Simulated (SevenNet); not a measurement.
## Chalcopyrite ZnGeP₂

The numbers are results of the machine-learned potential SevenNet-0 (trained on PBE and PBE+U data), not measurements.

Cell (relaxed at this level):

```cif
data_Ge2P4Zn2
_chemical_formula_sum 'Zn2 Ge2 P4'
_space_group_name_H-M_alt 'P 1'
_space_group_IT_number 1
_cell_length_a 6.67272
_cell_length_b 6.67272
_cell_length_c 6.67272
_cell_angle_alpha 131.318
_cell_angle_beta 131.318
_cell_angle_gamma 71.308
loop_
_space_group_symop_operation_xyz
  'x, y, z'
loop_
_atom_site_label
_atom_site_type_symbol
_atom_site_fract_x
_atom_site_fract_y
_atom_site_fract_z
_atom_site_occupancy
Zn1 Zn 0.00000 0.00000 0.00000 1
Zn2 Zn 0.75000 0.25000 0.50000 1
Ge1 Ge 0.50000 0.50000 0.00000 1
Ge2 Ge 0.25000 0.75000 0.50000 1
P1 P 0.87500 0.87228 0.49728 1
P2 P 0.12772 0.62500 0.00272 1
P3 P 0.37500 0.37772 0.50272 1
P4 P 0.62228 0.12500 0.99728 1
```

```
Property            Value
---------------  --------
bulk modulus B0  67.6 GPa
```

Measured, for comparison: bulk modulus 79 GPa (room temperature, not corrected to a static lattice; as tabulated in Isothermal phase behavior of Ag3SbS3, ZnGeP2, and ZnS (abstract)). Computed (rounded) less measured: bulk modulus -14 %.

A machine-learned potential is trained on density-functional data: it inherits that level's misses and adds fitting errors of its own.
